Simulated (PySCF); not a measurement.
Reaction (SMILES): C(Cl)Cl + 2 [H][H] (H2) → C (CH4) + 2 Cl (HCl)
B3LYP-D3(BJ)/def2-TZVP geometries, fixed; electronic energies without zero-point terms.

Basis-set convergence of the energy of full hydrogenation at B3LYP with PySCF. All functions are spherical. Density fitting with generated auxiliary sets. In sets without p functions on hydrogen, species with hydrogen take exact integrals. No added dispersion term, no relativity. Functions are those of the species that has most. Reference: the value in pcseg-3, -46.57 kcal/mol, itself unsure by roughly 0.08 kcal/mol (its mean distance from def2-QZVPP, cc-pV(Q+d)Z). Deviations are taken from unrounded values.

```csv
basis,functions,energy of full hydrogenation (kcal/mol)
6-31G*,54,-39.17
6-31+G*,66,-40.69
def2-SVP,60,-46.65
def2-SVPD,90,-50.95
pcseg-1,60,-47.87
aug-pcseg-1,95,-47.29
cc-pV(D+d)Z,70,-46.50
aug-cc-pV(D+d)Z,105,-48.90
6-311G**,82,-47.63
6-311+G**,94,-46.69
def2-TZVP,117,-44.78
def2-TZVPD,147,-45.76
pcseg-2,126,-46.69
aug-pcseg-2,192,-46.74
cc-pV(T+d)Z,136,-46.64
aug-cc-pV(T+d)Z,202,-46.92
def2-TZVPP,143,-46.18
def2-TZVPPD,173,-46.79
```

What the diffuse functions change, pair by pair:
- 6-31G* to 6-31+G*: 12 more functions, deviation 7.40 to 5.87 kcal/mol
- def2-SVP to def2-SVPD: 30 more functions, deviation -0.09 to -4.38 kcal/mol
- pcseg-1 to aug-pcseg-1: 35 more functions, deviation -1.30 to -0.73 kcal/mol
- cc-pV(D+d)Z to aug-cc-pV(D+d)Z: 35 more functions, deviation 0.06 to -2.33 kcal/mol
- 6-311G** to 6-311+G**: 12 more functions, deviation -1.06 to -0.12 kcal/mol
- def2-TZVP to def2-TZVPD: 30 more functions, deviation 1.79 to 0.81 kcal/mol
- pcseg-2 to aug-pcseg-2: 66 more functions, deviation -0.12 to -0.17 kcal/mol
- cc-pV(T+d)Z to aug-cc-pV(T+d)Z: 66 more functions, deviation -0.07 to -0.35 kcal/mol
- def2-TZVPP to def2-TZVPPD: 30 more functions, deviation 0.38 to -0.23 kcal/mol

They bring the value nearer the reference by more than 0.08 kcal/mol in 5 of 9 pairs.
